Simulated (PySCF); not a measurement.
## Reproducing measurements on CH2F2

**What was measured.**

From NIST CCCBDB Release 22 (SRD 101), experimental dipoles, for the gas: dipole moment (microwave Stark effect) 1.97 D.

The runs below try to reproduce these values; the comparison stands at the end.

CH2F2.
Numbering: `[F:1][CH2:2][F:3]` (hydrogens: H4, H5 on C2)

Cartesian coordinates in Å at the PBE0-D3(BJ)/def2-SVP level; atoms count from 1:
```
atom  x, y, z in Å
F1    -1.067    0.844   -0.051
C2     0.015    0.047    0.001
F3     1.125    0.804   -0.008
H4    -0.015   -0.538    0.937
H5     0.020   -0.609   -0.888
```

Runs made with PySCF (gas phase, on this PBE0-D3(BJ)/def2-SVP geometry; no spin–orbit coupling):

```tsv
level	job	basis functions	wall time
PBE0-D3(BJ)/def2-SVP, grid level 1	geometry optimisation from a GFN2-xTB start shaken at random	52	2.8 s
```

Hardware: Arm Neoverse V2, one thread, shared host.

## Comparison

**Dipole moment.** Measured: 1.97 D (NIST CCCBDB Release 22 (SRD 101), experimental dipoles).

```
               level  computed (D)  computed − measured (D)  % (from the printed values)
PBE0-D3(BJ)/def2-SVP          1.80                    -0.17                           -9
```

The computed dipoles belong to one fixed geometry; measured ones are averaged over vibrations unless marked μe. Magnitudes are compared, not signs.

No measured geometry was used, and the causes of the misses weren't examined.
